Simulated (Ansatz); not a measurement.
Theory: DFT, RPBE, plane waves (420 eV) with PAW, scalar-relativistic in Ansatz 0.2.0. The PAW files were generated under PBE, with cores re-solved for the functional.

An element in the fcc structure gives this curve. The cell is scaled uniformly from the relaxed one, with fractional coordinates and shape fixed. Energies are extrapolated to zero smearing, pressures are those at the given smearing. Magnetic state: spin not included.

| V (Å³/atom) | E − E₀ (meV/atom) | P (GPa) |
| --- | --- | --- |
| 39.088 | 38.4 | 2.57 |
| 40.865 | 15.9 | 1.56 |
| 42.642 | 3.7 | 0.72 |
| 44.418 | 0.0 | 0.01 |
| 46.195 | 3.5 | -0.59 |
| 47.972 | 13.1 | -1.08 |
| 49.749 | 27.7 | -1.50 |

Q: Which element is it?
A. yttrium
B. thallium
C. sodium
D. calcium

A: D. Its fit is V₀ = 44.39 Å³/atom, B₀ = 16.2 GPa, B₀′ = 3.3.
